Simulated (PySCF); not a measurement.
Species: FH5Si2.
SMILES: `[SiH3][SiH2]F`

Jobs on this species (8 atoms, 42 electrons) with PySCF (density fitting). Hardware of each: one thread of an Arm Neoverse V1, on a shared host. Other jobs ran on the host; a repeat could differ by tens of per cent or more. Peak memory is the resident size of the whole Python process, interpreter and libraries included.

```csv
level and settings,work,basis functions,SCF cycles,wall time,peak memory
"PBE0-D3(BJ)/def2-SVP, grid level 1",geometry optimisation from a GFN2-xTB start shaken at random,75,?,?,?
"delta-SCF UKS SCAN, pcX-2 on the ionised atom, pcseg-1 elsewhere, non-relativistic","ΔSCF core ionisation, 5 holes",117,?,?,?
"delta-SCF UKS B3LYP, pcX-2 on the ionised atom, pcseg-1 elsewhere, spin-free X2C","ΔSCF core ionisation, 5 holes",117,57,13 s,0.43 GiB
"delta-SCF UKS SCAN, pcX-2 on the ionised atom, pcseg-1 elsewhere, spin-free X2C","ΔSCF core ionisation, 5 holes",117,61,12 s,0.37 GiB
"delta-SCF UKS SCAN, def2-TZVP on the ionised atom, pcseg-1 elsewhere, spin-free X2C","ΔSCF core ionisation, 5 holes",94,59,10 s,0.43 GiB
"delta-SCF UKS HF, pcX-2 on the ionised atom, pcseg-1 elsewhere, spin-free X2C","ΔSCF core ionisation, 5 holes",117,57,7.2 s,0.43 GiB
"delta-SCF UKS PBE, pcX-2 on the ionised atom, pcseg-1 elsewhere, spin-free X2C","ΔSCF core ionisation, 5 holes",117,63,8.0 s,0.43 GiB
"delta-SCF UKS PBE0, pcX-2 on the ionised atom, pcseg-1 elsewhere, spin-free X2C","ΔSCF core ionisation, 5 holes",117,55,12 s,0.43 GiB
"delta-SCF UKS SCAN, pcX-1 on the ionised atom, pcseg-1 elsewhere, spin-free X2C","ΔSCF core ionisation, 5 holes",97,61,9.2 s,0.43 GiB
```

Q: Fill in the missing figures.

A: 
- PBE0-D3(BJ)/def2-SVP, grid level 1; geometry optimisation from a GFN2-xTB start shaken at random: 7.9 s, 0.31 GiB, 30 SCF cycles
- delta-SCF UKS SCAN, pcX-2 on the ionised atom, pcseg-1 elsewhere, non-relativistic; ΔSCF core ionisation, 5 holes: 11 s, 0.43 GiB, 59 SCF cycles

Q: What do all jobs in the table cost together?

A: About 90 s; the longest takes about 14 % of that, and about 1.8 times as long as the shortest.
